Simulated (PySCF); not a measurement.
Ionising CCl

UHF; PySCF, no relativity, basis sets C def2-TZVPPD, Cl def2-TZVPPD. Neutral (UHF): doublet (π ↑), Re = 1.658 Å, ωe = 872 cm⁻¹, De = 2.28 eV, HOMO -10.48 eV, LUMO 0.93 eV.

CCl⁺ (RHF): singlet (closed shell), Re = 1.518 Å, ωe = 1276 cm⁻¹, De = 4.32 eV to C⁺ + Cl. The energies at the minima are -497.25364 hartree for CCl and -496.93145 for CCl⁺.

(1) Work out the adiabatic ionisation energy, without and with harmonic zero-point energies (1 hartree = 27.2114 eV, 1 eV = 8065.5 cm⁻¹), and the change of the bond length.

CCl⁻ (UHF): triplet (π ↑↑), Re = 1.990 Å, ωe = 344 cm⁻¹. The energies at the minima are -497.25364 hartree for CCl and -497.28647 for CCl⁻.

(2) Work out the adiabatic electron affinity, without and with harmonic zero-point energies (1 hartree = 27.2114 eV, 1 eV = 8065.5 cm⁻¹), and the change of the bond length.

For an ion De counts to the pair picked by the measured ionisation energies or electron affinities, which need not be the lowest pair at this level. Where the molecule has an RHF reference, its open-shell atoms are computed with UHF. Hartree–Fock leaves out correlation, which carries a large part of most bond energies and some tenths to 1 eV of ionisation energies. States were picked by a PBE0 search and need not be the measured ground states.

Neutral and ion stand on different kinds of reference determinant, which adds to the error of the difference.

Answers

(1) At HF: 0.32219 hartree = 8.767 eV between the minima; the zero-point term (1276.0 − 872.0)/2 cm⁻¹ = +0.025 eV makes it 8.792 eV. Re changes by -14.0 pm against the neutral. The electron leaves a π orbital, and the shorter bond of the ion fits an antibonding orbital, or a change in how ionic the bond is.

(2) At UHF: 0.03283 hartree = 0.893 eV between the minima; the zero-point term (872.0 − 344.0)/2 cm⁻¹ = +0.033 eV makes it 0.926 eV. Re changes by +33.2 pm against the neutral. The electron enters a π orbital, and the ion is left as a loose complex of an ion and an atom.
